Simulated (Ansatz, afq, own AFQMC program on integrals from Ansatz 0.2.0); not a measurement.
**SiN+ (triplet): AFQMC on the coupled-cluster ladder, cc-pVDZ**

Aim: compute SiN+ (triplet) with auxiliary-field quantum Monte Carlo on the same integrals as coupled cluster, and set the energies side by side.

The runs use Ansatz 0.2.0, Gaussian basis, and an in-house AFQMC program (afq) on its integrals; all values are calculated; cc-pVDZ, frozen cores.

The runs, in order: PBE (unrestricted); r2SCAN (unrestricted); PBE0 (unrestricted); B3LYP (unrestricted); wB97M-V (unrestricted); B2PLYP (unrestricted); CCSD(T) on UHF; CCSDT(Q) on UHF; Phaseless AFQMC, CISD trial on UHF.

9 further runs of the same task are left out: 9 that didn't finish.

## (1) The system

The geometry is a PBE0/def2-TZVP stationary point (not a proven minimum) of the parent state, kept for this charge and spin.

2 atoms, charge 1, spin multiplicity 3.

Atoms are counted from 1 here; the program's logs count them from 0.

Bond lengths: Si1–N2 1.564 Å.

## (2) PBE (unrestricted)

File in.yaml:

```yaml
crystal:
  periodic: [false, false, false]
  atoms:
    - {symbol: Si, position_ang: [0.000000, 0.000000, 0.000000]}
    - {symbol: N, position_ang: [0.000000, 0.000000, 1.563809]}
basis:
  gaussian: {orbitals: cc-pVDZ}
total_charge: 1
magnetization: {spin_polarized: true, initial_magnetization: 2}
hamiltonian: {xc: {name: PBE}}
output: {orbitals: {seedname: orbitals}}
```

Command:

```sh
ansatz run in.yaml --threads 1 --pin off --events-out ev --progress --plain --max-ram 1382MiB
```

What it wrote:

```text
Functional definition: PBE
  name "PBE"
  cite "Perdew, Burke & Ernzerhof, Phys. Rev. Lett. 77, 3865 (1996) doi:10.1103/PhysRevLett.77.3865"
  parent pbe
  parameter kappa = 0.804
  parameter beta = 0.06672455060314922
  exchange = pbe_x(kappa = kappa, mu = beta*pi^2/3)
  correlation = pbe_c(beta = beta)
321 factors; integrals over basis functions are off by at most 7.5e-4 eV
mean field evaluation 1: about -9324.2138 eV, gradient 6.4e1 eV
mean field evaluation 2: about -9203.7959 eV, gradient 1.1e2 eV
mean field evaluation 4: about -9343.4594 eV, gradient 2.6e1 eV
mean field evaluation 8: about -9347.8324 eV, gradient 4.9e-2 eV
mean field evaluation 16: about -9347.8297 eV, gradient 4.0e-5 eV
mean field evaluation 32: about -9347.1405 eV, gradient 7.3e-1 eV
mean field -9347.82965786 eV, -343.5264037400 hartree, gradient 4.0e-5 eV, S^2 2.008375; 8 other end points of the search recorded, 0 dependent functions left out
reference -9347.82968098 eV, -343.5264045895 hartree; 11, 9 occupied and 21, 23 virtual orbitals, 321 factors
Total energy: -9347.82968098 eV, -343.5264045895 hartree
```

Wall time 1.6 s (1 thread of Intel Xeon Platinum 8259CL at 2.50GHz, shared host).

From the report: ⟨S²⟩ of the determinant 2.008 (pure triplet: 2.00).

## (3) r2SCAN (unrestricted)

Edit in.yaml of step 2 so:

```diff
@@ -9,3 +9,2 @@
 magnetization: {spin_polarized: true, initial_magnetization: 2}
-hamiltonian: {xc: {name: PBE}}
-output: {orbitals: {seedname: orbitals}}
+hamiltonian: {xc: {name: r2SCAN}}
```

The command is unchanged.

What it wrote, cut to the lines that bear on the results:

```text
Functional definition: r2SCAN
  name "r2SCAN"
  cite "Furness, Kaplan, Ning, Perdew & Sun, J. Phys. Chem. Lett. 11, 8208 (2020) doi:10.1021/acs.jpclett.0c02405"
  cite "Furness, Kaplan, Ning, Perdew & Sun, J. Phys. Chem. Lett. 11, 9248 (2020) doi:10.1021/acs.jpclett.0c03077"
  parent r2scan
[...]
321 factors; integrals over basis functions are off by at most 7.5e-4 eV
[...]
mean field -9351.89209190 eV, -343.6756954372 hartree, gradient 2.2e-5 eV, S^2 2.022014; 6 other end points of the search recorded, 0 dependent functions left out
reference -9351.89209946 eV, -343.6756957152 hartree; 11, 9 occupied and 21, 23 virtual orbitals, 321 factors
Total energy: -9351.89209946 eV, -343.6756957152 hartree
```

Wall time 4.2 s (1 thread of Intel Xeon Platinum 8259CL at 2.50GHz, shared host).

From the report: ⟨S²⟩ of the determinant 2.022 (pure triplet: 2.00).

## (4) PBE0 (unrestricted)

Edit in.yaml of step 3 so:

```diff
@@ -9,2 +9,3 @@
 magnetization: {spin_polarized: true, initial_magnetization: 2}
-hamiltonian: {xc: {name: r2SCAN}}
+hamiltonian: {xc: {name: PBE0}}
+output: {orbitals: {seedname: orbitals}}
```

Same command.

What it wrote:

```text
Functional definition: PBE0
  name "PBE0"
  cite "Adamo & Barone, J. Chem. Phys. 110, 6158 (1999) doi:10.1063/1.478522"
  cite "Perdew, Burke & Ernzerhof, Phys. Rev. Lett. 77, 3865 (1996) doi:10.1103/PhysRevLett.77.3865"
  parent pbe
  parameter a = 0.25
  parameter kappa = 0.804
  parameter beta = 0.06672455060314922
  exchange = (1 - a)*pbe_x(kappa = kappa, mu = beta*pi^2/3) + a*exact_x
  correlation = pbe_c(beta = beta)
321 factors; integrals over basis functions are off by at most 7.5e-4 eV
mean field evaluation 1: about -9330.2557 eV, gradient 5.6e1 eV
mean field evaluation 2: about -9239.1447 eV, gradient 1.0e2 eV
mean field evaluation 4: about -9347.8550 eV, gradient 8.1e0 eV
mean field evaluation 8: about -9348.3527 eV, gradient 3.1e-1 eV
mean field evaluation 16: about -9348.3936 eV, gradient 1.4e-4 eV
mean field -9348.39361323 eV, -343.5471287174 hartree, gradient 5.9e-6 eV, S^2 2.017613; 1 other end points of the search recorded, 0 dependent functions left out
reference -9348.39363039 eV, -343.5471293480 hartree; 11, 9 occupied and 21, 23 virtual orbitals, 321 factors
Total energy: -9348.39363039 eV, -343.5471293480 hartree
```

Run time: 1.1 s. Hardware: 1 thread of Intel Xeon Platinum 8259CL at 2.50GHz, shared host.

From the report: ⟨S²⟩ of the determinant 2.018 (pure triplet: 2.00).

## (5) B3LYP (unrestricted)

Edit in.yaml of step 4 so:

```diff
@@ -9,3 +9,2 @@
 magnetization: {spin_polarized: true, initial_magnetization: 2}
-hamiltonian: {xc: {name: PBE0}}
-output: {orbitals: {seedname: orbitals}}
+hamiltonian: {xc: {name: B3LYP}}
```

Launched as before.

What it wrote, cut to the lines that bear on the results:

```text
Functional definition: B3LYP
  name "B3LYP"
  cite "Stephens, Devlin, Chabalowski & Frisch, J. Phys. Chem. 98, 11623 (1994) doi:10.1021/j100096a001"
  cite "Becke, Phys. Rev. A 38, 3098 (1988) doi:10.1103/PhysRevA.38.3098"
  cite "Lee, Yang & Parr, Phys. Rev. B 37, 785 (1988) doi:10.1103/PhysRevB.37.785"
  cite "Vosko, Wilk & Nusair, Can. J. Phys. 58, 1200 (1980) doi:10.1139/p80-159"
[...]
321 factors; integrals over basis functions are off by at most 7.5e-4 eV
[...]
mean field -9354.01903337 eV, -343.7538590945 hartree, gradient 2.4e-6 eV, S^2 2.014620; 1 other end points of the search recorded, 0 dependent functions left out
reference -9354.01918734 eV, -343.7538647529 hartree; 11, 9 occupied and 21, 23 virtual orbitals, 321 factors
Total energy: -9354.01918734 eV, -343.7538647529 hartree
```

Run time: 1 s. Hardware: 1 thread of Intel Xeon Platinum 8259CL at 2.50GHz, shared host.

From the report: ⟨S²⟩ of the determinant 2.015 (pure triplet: 2.00).

## (6) wB97M-V (unrestricted)

Edit in.yaml of step 5 so:

```diff
@@ -9,2 +9,3 @@
 magnetization: {spin_polarized: true, initial_magnetization: 2}
-hamiltonian: {xc: {name: B3LYP}}
+hamiltonian: {xc: {name: wB97M-V}}
+output: {orbitals: {seedname: orbitals}}
```

The command is unchanged.

What it wrote, cut to the lines that bear on the results:

```text
Functional definition: wB97M-V
  name "wB97M-V"
  cite "Mardirossian & Head-Gordon, J. Chem. Phys. 144, 214110 (2016) doi:10.1063/1.4952647"
  cite "Becke, J. Chem. Phys. 107, 8554 (1997) doi:10.1063/1.475007"
  cite "Vydrov & Van Voorhis, J. Chem. Phys. 133, 244103 (2010) doi:10.1063/1.3521275"
  # Of w^i u^j: cxij and so on, Table III.
[...]
  gx(w, u) = 1 - cx + cx01*u + cx10*w
  gss(w, u) = css00 + css04*u^4 + css10*w + css20*w^2 + css43*w^4*u^3
  gos(w, u) = cos00 + cos10*w + (cos20 + cos21*u)*w^2 + (cos60 + cos61*u)*w^6
[...]
      + integral(e_c_pw_mod_opposite_spin*gos(b97_w_opposite, b97_u_opposite)) + vv10(b, c)
321 factors; integrals over basis functions are off by at most 7.5e-4 eV
93 factors; integrals over basis functions are off by at most 1.2e-5 eV
[...]
mean field -9352.80569368 eV, -343.7092696834 hartree, gradient 2.0e-6 eV, S^2 2.015202; 1 other end points of the search recorded, 0 dependent functions left out
reference -9352.80571988 eV, -343.7092706460 hartree; 11, 9 occupied and 21, 23 virtual orbitals, 321 factors
Total energy: -9352.80571988 eV, -343.7092706460 hartree
```

Wall time 4.1 s (1 thread of Intel Xeon Platinum 8259CL at 2.50GHz, shared host).

From the report: ⟨S²⟩ of the determinant 2.015 (pure triplet: 2.00).

## (7) B2PLYP (unrestricted)

Edit in.yaml of step 6 so:

```diff
@@ -9,3 +9,3 @@
 magnetization: {spin_polarized: true, initial_magnetization: 2}
-hamiltonian: {xc: {name: wB97M-V}}
-output: {orbitals: {seedname: orbitals}}
+hamiltonian: {xc: {name: B2PLYP}}
+correlation: {electrons: outside_noble_gas}
```

The command is unchanged.

What it wrote, cut to the lines that bear on the results:

```text
Functional definition: B2PLYP
  name "B2PLYP"
  cite "Grimme, J. Chem. Phys. 124, 034108 (2006) doi:10.1063/1.2148954"
  cite "Becke, Phys. Rev. A 38, 3098 (1988) doi:10.1103/PhysRevA.38.3098"
  cite "Lee, Yang & Parr, Phys. Rev. B 37, 785 (1988) doi:10.1103/PhysRevB.37.785"
[...]
321 factors; integrals over basis functions are off by at most 7.5e-4 eV
[...]
mean field -9347.31904888 eV, -343.5076392059 hartree, gradient 1.6e-7 eV, S^2 2.035186; 7 other end points of the search recorded, 0 dependent functions left out
6 core orbitals not correlated: weight in the atoms' cores, before any rotation towards them, 1.000 or more for the frozen orbitals, at most 0.000 for the correlated occupied ones
reference -9347.31914565 eV, -343.5076427623 hartree; 5, 3 occupied and 21, 23 virtual orbitals, 321 factors
second order -5.84503151 eV of doubles, -0.00000000 eV of singles
Total energy: -9348.89730416 eV, -343.5656390177 hartree
```

Wall time 6 s (1 thread of Intel Xeon Platinum 8259CL at 2.50GHz, shared host).

From the report: ⟨S²⟩ of the determinant 2.035 (pure triplet: 2.00).

## (8) CCSD(T) on UHF

Edit in.yaml of step 7 so:

```diff
@@ -9,3 +9,2 @@
 magnetization: {spin_polarized: true, initial_magnetization: 2}
-hamiltonian: {xc: {name: B2PLYP}}
-correlation: {electrons: outside_noble_gas}
+correlation: {method: ccsd_t, electrons: outside_noble_gas, hamiltonian_folder: ham}
```

Launched as before.

What it wrote, cut to the lines that bear on the results:

```text
Functional definition: HF
  name "HF"
  cite "Fock, Z. Phys. 61, 126 (1930) doi:10.1007/BF01340294"
  parent pbe
[...]
321 factors; integrals over basis functions are off by at most 7.5e-4 eV
[...]
mean field -9332.16154925 eV, -342.9506113688 hartree, gradient 2.8e-6 eV, S^2 2.109232; 15 other end points of the search recorded, 0 dependent functions left out
determinant -9332.16154925 eV, -342.9506113688 hartree, with singles and doubles -9337.03767274 eV, -343.1298056017 hartree
determinant -9332.11562012 eV, -342.9489235042 hartree, with singles and doubles -9336.89026373 eV, -343.1243884207 hartree
determinant -9332.04075672 eV, -342.9461723249 hartree, with singles and doubles -9337.27045196 eV, -343.1383600802 hartree
determinant -9328.70697924 eV, -342.8236582625 hartree, with singles and doubles -9334.54973250 eV, -343.0383754844 hartree
determinant -9328.30056977 eV, -342.8087229897 hartree, with singles and doubles -9332.46586855 eV, -342.9617948965 hartree
determinant -9332.16154925 eV, -342.9506113688 hartree, with singles and doubles -9337.21502556 eV, -343.1363231975 hartree
determinant -9332.11562012 eV, -342.9489235042 hartree, with singles and doubles -9336.89034172 eV, -343.1243912866 hartree
determinant -9332.04075672 eV, -342.9461723249 hartree, with singles and doubles -9337.27588816 eV, -343.1385598568 hartree
6 core orbitals not correlated: weight in the atoms' cores, before any rotation towards them, 1.000 or more for the frozen orbitals, at most 0.000 for the correlated occupied ones
reference -9332.04075672 eV, -342.9461723249 hartree; 5, 3 occupied and 21, 23 virtual orbitals, 321 factors
second order -4.22982939 eV of doubles, -0.00000000 eV of singles
cycle   1  -5.23513433 eV  change   -2.9e-6 eV  update   2.2e-6
perturbative correction -0.20049521 eV, -0.0073680631 hartree
Total energy: -9337.47638625 eV, -343.1459280260 hartree
```

It took 4.5 s on 1 thread of Intel Xeon Platinum 8259CL at 2.50GHz, shared host.

From the report: ⟨S²⟩ of the determinant 2.078 (pure triplet: 2.00); correlation -5.4356 eV; T1 0.060; largest double amplitude 0.09.

This run also writes the integrals to the folder ham.

## (9) CCSDT(Q) on UHF

Edit in.yaml of step 8 so:

```diff
@@ -9,2 +9,2 @@
 magnetization: {spin_polarized: true, initial_magnetization: 2}
-correlation: {method: ccsd_t, electrons: outside_noble_gas, hamiltonian_folder: ham}
+correlation: {method: ccsdt_q, electrons: outside_noble_gas}
```

Launched as before.

What it wrote, cut to the lines that bear on the results:

```text
Functional definition: HF
  name "HF"
  cite "Fock, Z. Phys. 61, 126 (1930) doi:10.1007/BF01340294"
  parent pbe
[...]
577 factors; integrals over basis functions are off by at most 9.5e-8 eV
[...]
mean field -9332.16163216 eV, -342.9506144154 hartree, gradient 2.9e-6 eV, S^2 2.109232; 15 other end points of the search recorded, 0 dependent functions left out
determinant -9332.16163216 eV, -342.9506144154 hartree, with singles and doubles -9337.03775876 eV, -343.1298087628 hartree
determinant -9332.11570523 eV, -342.9489266318 hartree, with singles and doubles -9336.89035995 eV, -343.1243919567 hartree
determinant -9332.04083271 eV, -342.9461751175 hartree, with singles and doubles -9337.27053735 eV, -343.1383632182 hartree
determinant -9328.70706301 eV, -342.8236613408 hartree, with singles and doubles -9334.54980472 eV, -343.0383781383 hartree
determinant -9328.30066952 eV, -342.8087266555 hartree, with singles and doubles -9332.46597124 eV, -342.9617986705 hartree
determinant -9332.16163216 eV, -342.9506144154 hartree, with singles and doubles -9337.21511072 eV, -343.1363263271 hartree
determinant -9332.11570523 eV, -342.9489266318 hartree, with singles and doubles -9336.89043832 eV, -343.1243948366 hartree
determinant -9332.04083271 eV, -342.9461751175 hartree, with singles and doubles -9337.27597391 eV, -343.1385630083 hartree
6 core orbitals not correlated: weight in the atoms' cores, before any rotation towards them, 1.000 or more for the frozen orbitals, at most 0.000 for the correlated occupied ones
reference -9332.04083271 eV, -342.9461751175 hartree; 5, 3 occupied and 21, 23 virtual orbitals, 577 factors
second order -4.22984483 eV of doubles, -0.00000000 eV of singles
cycle   1  -4.74615684 eV  change   -5.2e-1 eV  update   9.6e-2
[...]
cycle  24  -5.48969115 eV  change   -5.2e-7 eV  update   2.1e-7
perturbative correction -0.02526008 eV, -0.0009282907 hartree
Total energy: -9337.55578393 eV, -343.1488458369 hartree
```

Run time: 11 s. Hardware: 1 thread of Intel Xeon Platinum 8259CL at 2.50GHz, shared host.

From the report: ⟨S²⟩ of the determinant 2.078 (pure triplet: 2.00); correlation -5.5150 eV; T1 0.066; largest double amplitude 0.11.

## (10) Phaseless AFQMC, CISD trial on UHF

It reads the integrals that the CCSD(T) run on this determinant wrote.

Command:

```sh
afq ham --method phaseless --trial cisd --walkers 70 --populations 1 --least-time 40 --time-step 0.005 --steps-per-block 50 --equilibration-blocks 28 --max-blocks 300 --target-error 0.00034 --factor-cut 1e-05 --start spin_pure --seed 6255 --release-times 0.24,0.5,1,1.5 --release-step 0.02 --release-every 4 --taylor-order 6
```

What it wrote:

```text
orbitals 26  electrons 5 3  factors 183 of 321
reference energy -342.94617232 Eh
CCSD correlation -0.19238748 Eh in 13 cycles, weight of the determinant in the CISD state 0.8354
energy of the start -343.136497 Eh
 block  time / (1/Eh)  mean weight  energy / Eh
     1     0.250  1.0000  -343.136925
     2     0.500  1.0008  -343.138261
     3     0.750  1.0007  -343.144755
     4     1.000  0.9997  -343.143081
     5     1.250  0.9987  -343.143677
     6     1.500  1.0009  -343.145496
     7     1.750  1.0001  -343.146526
     8     2.000  0.9996  -343.150472
     9     2.250  1.0001  -343.161725
    10     2.500  1.0000  -343.154192
    17     4.250  1.0003  -343.146649
    25     6.250  0.9990  -343.147833
    33     8.250  1.0005  -343.151835
    41    10.250  0.9997  -343.143131
    49    12.250  1.0019  -343.145172
    57    14.250  0.9986  -343.145506
    65    16.250  1.0009  -343.141459
    73    18.250  1.0020  -343.146223
    81    20.250  0.9980  -343.143138
    89    22.250  1.0035  -343.148286
    97    24.250  0.9991  -343.142794
   105    26.250  1.0012  -343.142496
   113    28.250  0.9977  -343.140531
   121    30.250  0.9987  -343.145434
   129    32.250  0.9985  -343.149210
   137    34.250  1.0001  -343.148551
   145    36.250  1.0016  -343.144519
   153    38.250  1.0004  -343.148836
   161    40.250  0.9991  -343.147861
   169    42.250  0.9998  -343.145546
   177    44.250  0.9989  -343.146274
   185    46.250  0.9995  -343.149026
   193    48.250  0.9995  -343.146840
   201    50.250  0.9995  -343.154005
   209    52.250  0.9989  -343.147873
   217    54.250  1.0018  -343.145759
   225    56.250  1.0016  -343.140334
   233    58.250  1.0020  -343.147001
   241    60.250  1.0007  -343.148492
   249    62.250  0.9994  -343.141620
   257    64.250  0.9989  -343.142934
   265    66.250  0.9999  -343.161341
   273    68.250  1.0001  -343.148450
   281    70.250  0.9985  -343.161561
   289    72.250  1.0009  -343.146358
   297    74.250  1.0009  -343.144948
   305    76.250  0.9974  -343.146777
   313    78.250  0.9998  -343.142374
   321    80.250  1.0007  -343.146896
blocks merged  error / Eh  count
     1  0.000300  300
     2  0.000377  150
     4  0.000426  75
     8  0.000498  37
    16  0.000451  18
    32  0.000375  9
released: time / (1/Eh)  energy / Eh  error  mean overlap
  0.24  -343.148111  0.000544  0.9931
  0.50  -343.148420  0.000687  0.9856
  1.00  -343.148308  0.000494  0.9923
  1.50  -343.148299  0.000611  0.9928
energy -343.147728 +/- 0.000498 Eh
```

It took 7.8 min on 1 thread of Intel Xeon Platinum 8259CL at 2.50GHz, shared host.

Energy -9337.5254 ± 0.0136 eV. Caveats: constraint bias not in the error.

## (11) All levels side by side

On the UHF determinant, counted from CCSDT(Q) (a yardstick, not exact):

```
                                              level  energy (eV)  from CCSDT(Q) (meV)  statistical error (meV)     time
                                                 HF   -9332.0408              +5515.0                                  
                                                MP2   -9336.2706              +1285.2                                  
                                               CCSD   -9337.2759               +279.9                                  
                                            CCSD(T)   -9337.4764                +79.4                                  
                                           CCSDT(Q)   -9337.5558                  0.0                                  
Phaseless AFQMC, CISD trial, step 0.005, 70 walkers   -9337.5254                +30.4                     13.6  7.8 min
```

The functionals' totals stand on their own zeros and serve differences with other points: PBE -9347.830 eV; r2SCAN -9351.892 eV; PBE0 -9348.394 eV; B3LYP -9354.019 eV; wB97M-V -9352.806 eV; B2PLYP -9348.897 eV.

## (12) Outcome

| quantity | value |
| --- | --- |
| CCSD(T) on UHF from CCSDT(Q) | +79.4 meV |
| Phaseless AFQMC, CISD trial on UHF from CCSDT(Q) | +30.4 ± 13.6 meV |

What this shows: On UHF the phaseless walk with the CISD trial lies +30.4 meV from CCSDT(Q), within three error bars. Error bars are statistical and leave out the constraint, the time step and what remains of the start.
